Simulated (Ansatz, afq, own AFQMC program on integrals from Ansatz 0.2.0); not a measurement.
AFQMC on a folder of integrals that Ansatz 0.2.0 wrote.

```yaml
crystal:
  periodic: [false, false, false]
  atoms:
    - {symbol: Mo, position_ang: [-0.402987, 0.001237, -0.000278]}
    - {symbol: N, position_ang: [2.203913, -0.006764, 0.001519]}
    - {symbol: H, position_ang: [2.574315, -0.951071, 0.006708]}
    - {symbol: H, position_ang: [2.578112, 0.467943, 0.816116]}
    - {symbol: H, position_ang: [2.579212, 0.459398, -0.817494]}
basis:
  gaussian: {orbitals: def2-SVP}
total_charge: 1
magnetization: {spin_polarized: true, initial_magnetization: 5}
correlation: {method: ccsd_t, electrons: outside_noble_gas, hamiltonian_folder: ham}
```

```sh
$ ansatz run in.yaml --threads 1 --pin off --events-out ev --progress --plain --max-ram 24576MiB --backend cuda --devices 0, --max-vram 18GiB
```

afq runs on the folder ham with

```
--method phaseless --trial cisd --walkers 4000 --populations 20 --least-time 60 --time-step 0.005 --steps-per-block 50 --equilibration-blocks 40 --max-blocks 4000 --target-error 0.00021 --factor-cut 1e-05 --start spin_pure --seed 4943 --release-times 0.24,0.6,1.2,1.8,2.6 --release-step 0.04 --release-every 3 --taylor-order 6
```

Times are imaginary, in 1/Eh. The walk had a cap of 267 s. With eight or more populations the least sampling time is a fifth of least-time, and the error comes from their spread. Core potentials past Kr, no spin–orbit coupling.

Output of the walk:

```
orbitals 55  electrons 9 4  factors 460 of 629
reference energy -123.51919874 Eh
CCSD correlation -0.25555031 Eh in 15 cycles, weight of the determinant in the CISD state 0.9116
energy of the start -123.774705 Eh
 block  time / (1/Eh)  mean weight  energy / Eh
     1     0.250  1.0003  -123.772370
     2     0.500  1.0001  -123.774634
     3     0.750  1.0000  -123.776925
     4     1.000  1.0000  -123.777684
     5     1.250  1.0001  -123.778447
     8     2.000  0.9999  -123.780425
    11     2.750  1.0000  -123.781003
    17     4.250  1.0001  -123.780723
    23     5.750  1.0001  -123.781137
    29     7.250  0.9999  -123.780235
    35     8.750  0.9996  -123.780620
    41    10.250  1.0000  -123.781808
    47    11.750  0.9999  -123.781024
    53    13.250  1.0000  -123.781232
    59    14.750  1.0000  -123.779652
    65    16.250  1.0001  -123.780201
    71    17.750  1.0001  -123.780758
    77    19.250  1.0002  -123.780615
    83    20.750  1.0003  -123.780786
    89    22.250  1.0004  -123.780113
error from the spread of 20 populations
released: time / (1/Eh)  energy / Eh  error  mean overlap
  0.24  -123.780728  0.000090  0.9969
  0.60  -123.780687  0.000073  0.9970
  1.20  -123.780722  0.000114  0.9895
  1.80  -123.780808  0.000157  0.9937
  2.60  -123.780994  0.000198  0.9782
energy -123.780647 +/- 0.000126 Eh
(rows thinned)
```

The run passed its tests (sampling time, drift between the halves within three errors, error under three times the target), which doesn't prove that it has relaxed.

Against this walk (error 3.4 meV) on the same determinant: CCSD(T) 17.7 meV higher, CCSDT(Q) 5.4 meV lower (within the noise). The error is statistical and leaves out the bias of the constraint. The released energies are still falling (meV from the phaseless value at times in 1/Eh: -2.2 ± 2.5 at 0.24, -1.1 ± 2.0 at 0.60, -2 ± 3 at 1.20, -4 ± 4 at 1.80, -9 ± 5 at 2.60), so they give no level.

Cautions: constraint bias not in the error; no spin-orbit coupling; outer-core shells of the metal frozen; lower spins were not checked.

The walk took 58 s on 1 × NVIDIA H100 80GB HBM3 with 2 threads of AMD EPYC 7R13 Processor (Zen 3) (shared host) (the card was shared). The log's last line is the phaseless energy.

CCSDT and higher add their correlation energy to the determinant of the CCSD(T) run, since their own runs factorise the integrals more tightly (a shift of under 2 meV). A walk keeps the symmetry of its determinant, which the program's search chose and which needn't be the lowest solution, so a lower state of the same spin and another symmetry isn't excluded.
